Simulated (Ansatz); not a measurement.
System: 1T (CdI2-type) SnSe2. Method: rVV10 in Ansatz (plane waves, PAW).

Question: What does this level give for the interlayer binding energy, layer repeat distance and gap between the layers?

Answer: 
interlayer binding energy: 23.7 meV/Å²
layer repeat distance: 6.041 Å
gap between the layers: 2.819 Å

Spin–orbit coupling is not included.

The computed numbers hold no vibrational or temperature effects.

Computing time: about 5 core-minutes (a rough figure).

Ansatz is a quantum-chemistry and plane-wave program.
